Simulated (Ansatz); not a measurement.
# C2H3F3O: the cost of one run

The runs use Ansatz 0.2.0, Gaussian basis; the settings change from run to run.

### Step 1. The geometry

The structure was relaxed beforehand with PBE0-D4 in a triple-zeta def2 set.

SMILES `OCC(F)(F)F`, 9 atoms, charge 0, spin multiplicity 1.

Atoms are counted from 1 here; the program's logs count them from 0.

Bond lengths: O1–C2 1.394 Å, O1–H7 0.962 Å, C2–C3 1.515 Å, C2–H8 1.091 Å, C2–H9 1.097 Å, C3–F4 1.332 Å, C3–F5 1.345 Å, C3–F6 1.338 Å. Angles: C2–O1–H7 108.8°, O1–C2–C3 112.2°, O1–C2–H8 107.8°, O1–C2–H9 113.2°, C3–C2–H8 107.8°, C3–C2–H9 107.1°, H8–C2–H9 108.5°, C2–C3–F4 112.6°, C2–C3–F5 110.7°, C2–C3–F6 110.5°, F4–C3–F5 107.3°, F4–C3–F6 107.9°, F5–C3–F6 107.6°.

Geometry (Å):

```tsv
atom	x (Å)	y (Å)	z (Å)
O1	0.2673	-1.5060	-0.5219
C2	0.1336	-0.5259	0.4611
C3	-0.3458	0.7939	-0.1074
F4	-1.5494	0.7026	-0.6705
F5	0.5030	1.2411	-1.0496
F6	-0.4097	1.7224	0.8535
H7	0.9475	-1.2312	-1.1437
H8	-0.6133	-0.8718	1.1771
H9	1.0669	-0.3251	1.0015
```

### Step 2. RPA/def2-TZVPD

Contents of in.yaml:

```yaml
crystal:
  periodic: [false, false, false]
  atoms:
    - {symbol: O, position_ang: [0.267255, -1.505986, -0.521930]}
    - {symbol: C, position_ang: [0.133572, -0.525941, 0.461052]}
    - {symbol: C, position_ang: [-0.345809, 0.793862, -0.107351]}
    - {symbol: F, position_ang: [-1.549425, 0.702624, -0.670528]}
    - {symbol: F, position_ang: [0.503048, 1.241077, -1.049589]}
    - {symbol: F, position_ang: [-0.409727, 1.722414, 0.853453]}
    - {symbol: H, position_ang: [0.947456, -1.231219, -1.143696]}
    - {symbol: H, position_ang: [-0.613281, -0.871763, 1.177073]}
    - {symbol: H, position_ang: [1.066901, -0.325078, 1.001515]}
basis:
  gaussian: {orbitals: def2-TZVPD}
hamiltonian: {xc: {name: HF}}
correlation: {method: rpa}
```

Launch:

```sh
$ ansatz run in.yaml --threads 2 --pin off --events-out ev --progress --plain --max-ram 22528MiB --backend cpu
```

Q: Estimate wall time and peak memory on 2 threads of AMD EPYC 7R13, shared host.

About 9 s, with a peak of 0.85 GiB.
